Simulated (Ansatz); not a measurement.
A nudged elastic band was laid between two geometries of FHOSi (4 atoms, charge 0, multiplicity 1).

Method: Ansatz, RKS PBE0-D4/def2-SVP.

| Item | Value |
| --- | --- |
| movable images | 5 |
| climbing image | yes |
| spring | 0.1 eV/Å² |
| optimiser | quadratic models (default) |
| start path | through a guess of the saddle point |
| force threshold | 0.05 eV/Å |
| iteration limit | 60 |
| end points | relaxed |

Initial state:

```xyz
4
Properties=species:S:1:pos:R:3
O -0.581 0.763 -0.190
Si 0.292 0.051 1.023
F 0.922 -1.238 0.218
H -0.578 0.364 -1.071
```

Final state:

```xyz
4
Properties=species:S:1:pos:R:3
O -0.497 1.162 0.960
Si -0.031 0.062 0.022
F 0.930 -1.163 0.406
H -0.347 -0.121 -1.408
```

Task: What changes between the two ends?

Result: Bonds broken: O1–H4. Bonds formed: Si2–H4.

Task: Give the energies along the band, and the barrier.

Result: The run converged. The highest image is number 4 of 0 to 6, 282.8 kJ/mol above the first end and 209.7 kJ/mol above the last; the last end lies 73.1 kJ/mol above the first. The profile has 2 maxima (images 1, 4) with wells between them (image 2): this band takes more than one step, which may be the mechanism or a detour left from its start path. Neighbouring images differ by up to 2.3 eV, so the band resolves the path poorly. Another band between the same ends (5 images) ends at a top of the same energy, where a vibrational analysis finds 1 clearly imaginary mode. The orbitals stay closed-shell, which can raise the energy where a bond breaks towards radicals; this wasn't checked here.

```tsv
image	path coordinate (Å)	energy (kJ/mol)	O1–H4 (Å)	Si2–H4 (Å)
0	0.00	0.0	0.97	2.29
1	0.63	22.0	0.95	2.56
2	1.25	8.5	0.96	2.34
3	1.87	62.8	1.01	1.82
4	2.50	282.8	1.59	1.53
5	3.08	157.8	2.19	1.47
6	3.66	73.1	2.70	1.48
```

Task: What is the geometry of the highest image?

Result: 
```xyz
4
Properties=species:S:1:pos:R:3
O -0.742 0.866 0.385
Si 0.200 -0.284 -0.105
F 1.073 -1.239 0.854
H -0.476 0.597 -1.155
```

The run took 42 s on 1 thread of Intel(R) Xeon(R) 6975P-C (Granite Rapids) (shared host), peak memory 0.11 GiB.
